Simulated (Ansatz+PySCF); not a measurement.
Results of a calculation; reference values are marked as such.
Input for Ansatz (development build ahead of 0.2.0):

```yaml
crystal:
  periodic: [false, false, false]
  atoms:
    - { symbol: C, position_ang: [1.25568, -0.25455, 0.09625] }
    - { symbol: "N", position_ang: [0.09261, 0.4698, -0.1312] }
    - { symbol: C, position_ang: [-1.19231, -0.18803, 0.03863] }
    - { symbol: H, position_ang: [-1.99349, 0.48034, -0.28343] }
    - { symbol: H, position_ang: [1.25297, -1.28396, -0.24282] }
    - { symbol: H, position_ang: [2.18478, 0.29963, 0.05125] }
    - { symbol: H, position_ang: [0.11444, 1.41239, 0.23314] }
    - { symbol: H, position_ang: [-1.22546, -1.07966, -0.59351] }
    - { symbol: H, position_ang: [-1.37743, -0.4872, 1.02823] }
basis:
  gaussian: { orbitals: cc-pVTZ }
magnetization:
  spin_polarized: true
  initial_magnetization: 1
hamiltonian:
  xc: hf
correlation:
  method: mp2
  frozen_orbitals: { C: 1, H: 0, "N": 1 }
output:
  forces: true
```

The input is written out in the form of the current development build from the run's settings.

Results

```
Converged                       : yes
Reference energy                : -133.66865 hartree
Correlation energy              : -0.54241 hartree
Total energy                    : -134.21106 hartree
Spin squared of the determinant : 0.763
Stability test                  : minimum
```

Forces (eV/Å):
```csv
atom,Fx,Fy,Fz
C1,-0.121,0.032,-0.066
N2,0.097,0.059,0.001
C3,0.267,0.352,-1.518
H4,0.150,-0.083,0.005
H5,-0.042,0.163,0.050
H6,-0.169,-0.077,0.013
H7,0.019,-0.179,-0.038
H8,0.043,0.161,0.042
H9,-0.245,-0.429,1.511
```
